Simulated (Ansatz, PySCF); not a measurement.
# Cohesive energy of some III–V compounds

Method: PBE0 (Ansatz, a program for electronic structure, PySCF; the runs differ in potentials, basis or settings). References are measured values corrected to a static lattice or taken at low temperature (these still hold zero-point motion). The table is a random draw of 6 from 7 solids with such references.

Values in eV/atom.

```
solid                    reference  PBE0  error (eV/atom)
----------------  ----------------  ----  ---------------
zinc-blende GaAs              3.34  3.16            -0.18
wurtzite AlN                  5.85  5.67            -0.18
zinc-blende GaSb              3.03     ?                ?
zinc-blende BP                5.14  5.26            +0.12
zinc-blende GaP               3.61  3.51            -0.10
zinc-blende AlP   4.32 (4.20–4.32)  4.09            -0.23
```

Estimate the withheld PBE0 value.

The errors of the other rows run from -0.23 eV/atom to +0.12 eV/atom, with a median of -0.18 eV/atom; carried to the reference 3.03 it gives 2.85 eV/atom. The run gives 2.82 eV/atom (-0.21 eV/atom); the row was picked among those where that median comes within half of the row's own error. Over these 6 solids the mean error is -0.13 eV/atom, the mean absolute error 0.17 eV/atom (median 0.18 eV/atom), and the worst case zinc-blende AlP at -0.23 eV/atom; the value is below the reference in 5 of 6 cases. Over all 7 the mean error is -0.10 eV/atom and the mean absolute error 0.16 eV/atom (median 0.18 eV/atom).

All these references are brought to a static lattice.

Spin–orbit coupling is left out, also for the solids with elements from indium on (zinc-blende GaSb); its size isn't shown.

Brackets give the range of our sources, which can hold other temperatures.

Differences are worked out from the printed values.

Free atoms are spin-polarised, in the lowest state found; at levels without +SOC their spin–orbit coupling is left out. The solid named is at each level's own relaxed cell; a reference phase can be a single point on another level's cell. Ansatz's density-functional and Hartree–Fock values are scalar-relativistic unless marked +SOC, with PAW data made under PBE.

Not in this set, of the III–V compounds with a reference value in our tables and a result at some level: 2 for sources at odds (zinc-blende AlAs, zinc-blende InAs); 2 for spin–orbit terms of free atoms that are large (Br, In, Sn, Te, I, elements past barium) (zinc-blende InP, zinc-blende InSb); 1 for a reference at room or unstated temperature (wurtzite GaN). These can be a level's worst cases. At least 1 more with a reference value is held back for tests. Layered and molecular crystals are counted apart.

References as tabulated in Mejia-Rodriguez and Trickey (2018), arXiv:1807.09216; Paulus et al. (1996), arXiv:cond-mat/9605064. Worked out here from the CRC Handbook's enthalpies at 298 K, with a Debye model for the thermal and zero-point parts: AlN.
